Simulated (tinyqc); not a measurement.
Worked calculation: FCI on RHF in the sto-6g basis, for HF, spin multiplicity 1. One step of it, computed by the program tinyqc.

Question. FCI: determinants and Hamiltonian. Slater-Condon rules over spin orbitals, with the nuclear repulsion added and E(HF) subtracted on the diagonal. Only determinants linked to the reference directly or through others are kept (one block of an abelian symmetry group), so some states are absent.

one-electron integrals over orbitals h = C^T H C (hartree), lower triangle:
```
,1,2,3,4,5,6
1,-40.947225
2,0.717780,-9.210329
3,-0.201081,0.565585,-7.493904
4,0.000000,0.000000,0.000000,-8.724397
5,0.000000,0.000000,0.000000,0.000000,-8.724397
6,-0.217281,1.133288,1.940091,0.000000,0.000000,-6.120806
```

Two-electron integrals over orbitals (pq|rs), unique and non-zero (hartree):
```
p,q,r,s,(pq|rs)
1,1,1,1,5.381277
2,1,1,1,-0.521067
2,1,2,1,0.081464
2,2,1,1,1.225627
2,2,2,1,-0.021859
2,2,2,2,0.862481
3,1,1,1,0.153722
3,1,2,1,-0.022477
3,1,2,2,0.012079
3,1,3,1,0.022920
3,2,1,1,-0.146791
3,2,2,1,0.008493
3,2,2,2,-0.027312
3,2,3,1,0.020850
3,2,3,2,0.154730
3,3,1,1,0.986154
3,3,2,1,-0.010173
3,3,2,2,0.747733
3,3,3,1,-0.005005
3,3,3,2,-0.041446
3,3,3,3,0.751541
4,1,4,1,0.030389
4,2,4,1,0.039232
4,2,4,2,0.183219
4,3,4,1,-0.010529
4,3,4,2,-0.039713
4,3,4,3,0.045259
4,4,1,1,1.265976
4,4,2,1,-0.013798
4,4,2,2,0.884447
4,4,3,1,0.003910
4,4,3,2,-0.076287
4,4,3,3,0.742636
4,4,4,4,0.998085
5,1,5,1,0.030389
5,2,5,1,0.039232
5,2,5,2,0.183219
5,3,5,1,-0.010529
5,3,5,2,-0.039713
5,3,5,3,0.045259
5,4,5,4,0.053789
5,5,1,1,1.265976
5,5,2,1,-0.013798
5,5,2,2,0.884447
5,5,3,1,0.003910
5,5,3,2,-0.076287
5,5,3,3,0.742636
5,5,4,4,0.890506
5,5,5,5,0.998085
6,1,1,1,0.164082
6,1,2,1,-0.027661
6,1,2,2,0.001470
6,1,3,1,-0.009041
6,1,3,2,-0.025022
6,1,3,3,0.011000
6,1,4,4,0.004056
6,1,5,5,0.004056
6,1,6,1,0.026046
6,2,1,1,-0.235499
6,2,2,1,0.005856
6,2,2,2,-0.123323
6,2,3,1,-0.020386
6,2,3,2,-0.052628
6,2,3,3,-0.035373
6,2,4,4,-0.120599
6,2,5,5,-0.120599
6,2,6,1,0.016192
6,2,6,2,0.095439
6,3,1,1,-0.367558
6,3,2,1,0.005812
6,3,2,2,-0.180265
6,3,3,1,0.002265
6,3,3,2,0.093140
6,3,3,3,-0.118316
6,3,4,4,-0.205152
6,3,5,5,-0.205152
6,3,6,1,-0.005770
6,3,6,2,0.053879
6,3,6,3,0.186650
6,4,4,1,-0.010079
6,4,4,2,-0.039827
6,4,4,3,-0.016405
6,4,6,4,0.030898
6,5,5,1,-0.010079
6,5,5,2,-0.039827
6,5,5,3,-0.016405
6,5,6,5,0.030898
6,6,1,1,0.881616
6,6,2,1,-0.008898
6,6,2,2,0.674760
6,6,3,1,0.014865
6,6,3,2,0.066996
6,6,3,3,0.669216
6,6,4,4,0.646928
6,6,5,5,0.646928
6,6,6,1,-0.009329
6,6,6,2,-0.065847
6,6,6,3,-0.014418
6,6,6,6,0.711683
```

nuclear repulsion = 4.82532411 hartree

Hartree-Fock energy = -99.50043651 hartree

Give: determinants; H - E(HF) between determinants.

Answer.

Occupation strings over the orbitals (2 doubly, a alpha, b beta, 0 empty; spin orbitals ordered 1a 1b 2a 2b ...): 222220 22a22b 2a222b a2222b 22b22a 2b222a b2222a 222202 222022 220222 2ab222 a2b222 2ba222 202222 ab2222 b2a222 ba2222 022222

H - E(HF) between determinants (hartree), lower triangle:
```
,222220,22a22b,2a222b,a2222b,22b22a,2b222a,b2222a,222202,222022,220222,2ab222,a2b222,2ba222,202222,ab2222,b2a222,ba2222,022222
222220,0.0000
22a22b,0.0000,0.6378
2a222b,0.0000,-0.0131,1.4348
a2222b,0.0000,-0.0206,0.0251,25.9362
22b22a,0.0000,-0.1867,-0.0539,0.0058,0.6378
2b222a,0.0000,-0.0539,-0.0954,-0.0162,-0.0131,1.4348
b2222a,0.0000,0.0058,-0.0162,-0.0260,-0.0206,0.0251,25.9362
222202,0.0309,0.0164,0.0398,0.0101,-0.0164,-0.0398,-0.0101,1.2238
222022,0.0309,0.0164,0.0398,0.0101,-0.0164,-0.0398,-0.0101,0.0538,1.2238
220222,0.1867,0.1039,-0.0931,-0.0023,-0.1039,0.0931,0.0023,0.0453,0.0453,1.4004
2ab222,-0.0539,0.0931,-0.1658,0.0058,-0.0305,0.0526,0.0204,0.0397,0.0397,0.1216,2.1881
a2b222,0.0058,0.0023,0.0058,-0.3531,-0.0203,0.0250,0.0090,0.0105,0.0105,0.0405,0.0238,26.7210
2ba222,0.0539,-0.0305,0.0526,0.0204,0.0931,-0.1658,0.0058,-0.0397,-0.0397,-0.1216,-0.1547,-0.0208,2.1881
202222,0.0954,0.0526,0.0575,-0.0059,-0.0526,-0.0575,0.0059,0.1832,0.1832,0.1547,0.1074,-0.0085,-0.1074,3.0943
ab2222,-0.0162,-0.0204,0.0059,-0.1697,0.0250,-0.0108,0.0277,-0.0392,-0.0392,-0.0208,0.0085,-0.2269,0.0234,-0.0121,27.7520
b2a222,-0.0058,-0.0203,0.0250,0.0090,0.0023,0.0058,-0.3531,-0.0105,-0.0105,-0.0405,-0.0208,-0.0229,0.0238,0.0085,0.0225,26.7210
ba2222,0.0162,0.0250,-0.0108,0.0277,-0.0204,0.0059,-0.1697,0.0392,0.0392,0.0208,0.0234,0.0225,0.0085,0.0121,-0.0815,-0.2269,27.7520
022222,0.0260,0.0090,0.0277,-0.1734,-0.0090,-0.0277,0.1734,0.0304,0.0304,0.0229,0.0225,-0.1182,-0.0225,0.0815,0.4871,0.1182,-0.4871,56.2022
```
